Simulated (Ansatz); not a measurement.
**MgSi (singlet): from Hartree-Fock to the top rungs at distance Si1–Mg2 = 8.703 Å, cc-pVDZ**

One table from this session's results is given with a row withheld; the runs are named, their logs left out.

Program: Ansatz 0.2.0, Gaussian basis. Level of theory: cc-pVDZ, core rule «outside noble gas», up to 10 orbitals frozen. These are calculated values, not measurements.

Plan: UHF; CCSD(T) on RHF; CCSD(T) on UHF; BCCD(T) on RHF; CISD; CCSDT(Q) on RHF; CCSDT(Q) on UHF; CCSDTQ on RHF; CASSCF and MRCISD+Q, 2 electrons in 2 orbitals; CASSCF and NEVPT2, 2 electrons in 2 orbitals; CASSCF and MRCISD+Q, 6 electrons in 8 orbitals; CASSCF and NEVPT4(SD), 6 electrons in 8 orbitals; CASSCF and NEVPT2, 6 electrons in 8 orbitals; Full CI.

40 further runs of the same task are left out: 24 for a known fault of the program, 11 that didn't finish, 5 set aside as unsound or not needed.

### What is computed

The geometry derives from a PBE0/def2-TZVP stationary point (not a proven minimum). One bond is set to the value named and the two fragments are kept rigid.

2 atoms, charge 0, spin multiplicity 1.

Atoms are counted from 1 here; the program's logs count them from 0.

No contacts short enough for the rule that draws bonds.

The first run:

in.yaml

```yaml
crystal:
  periodic: [false, false, false]
  atoms:
    - {symbol: Si, position_ang: [0.000000, 0.000000, 0.000000]}
    - {symbol: Mg, position_ang: [0.000000, 0.000000, 8.703000]}
basis:
  gaussian: {orbitals: cc-pVDZ}
magnetization: {spin_polarized: true, initial_magnetization: 0}
hamiltonian: {xc: hf}
output: {orbitals: {seedname: orbitals}}
```

Started as:

```bash
$ ansatz run in.yaml --threads 1 --pin off --events-out ev --progress --plain --max-ram 2393MiB
```

Among the steps run: UHF; CCSD(T) on RHF; CCSD(T) on UHF; BCCD(T) on RHF; CISD; CCSDT(Q) on RHF; CCSDT(Q) on UHF; CCSDTQ on RHF; CASSCF and MRCISD+Q, 2 electrons in 2 orbitals; CASSCF and NEVPT2, 2 electrons in 2 orbitals; CASSCF and MRCISD+Q, 6 electrons in 8 orbitals; CASSCF and NEVPT4(SD), 6 electrons in 8 orbitals; CASSCF and NEVPT2, 6 electrons in 8 orbitals; Full CI.

One of the session's tables, all rows but one given; the rest of the session is left out.

| method | from FCI (meV) |
| --- | --- |
| RHF | +3385.5 |
| RMP2 | +1310.6 |
| CISD | +533.4 |
| RCCSD | ? |
| RCCSD(T) | +77.2 |
| BCCD(T) | +78.9 |
| RCCSDT | +64.7 |
| RCCSDT(Q) | +28.6 |
| RCCSDTQ | 0.0 |
| FCI | 0 |

**Question.** Estimate the row for RCCSD.

The run gave: from FCI (meV): +154.5. In the column «from FCI (meV)» it lies between BCCD(T) (+78.9) and CISD (+533.4).

Left out of the table: CASSCF pair, NEVPT2 pair, MRCISD pair, MRCISD+Q pair, CASSCF valence, NEVPT2 valence, NEVPT4(SD) valence, MRCISD valence, MRCISD+Q valence (the active space lost an orbital or holds another state than full CI finds).

Caveats from the session: Left out of the table: UHF, UMP2, UCCSD, UCCSD(T), UCCSDT, UCCSDT(Q) (another determinant or state than the rows shown).
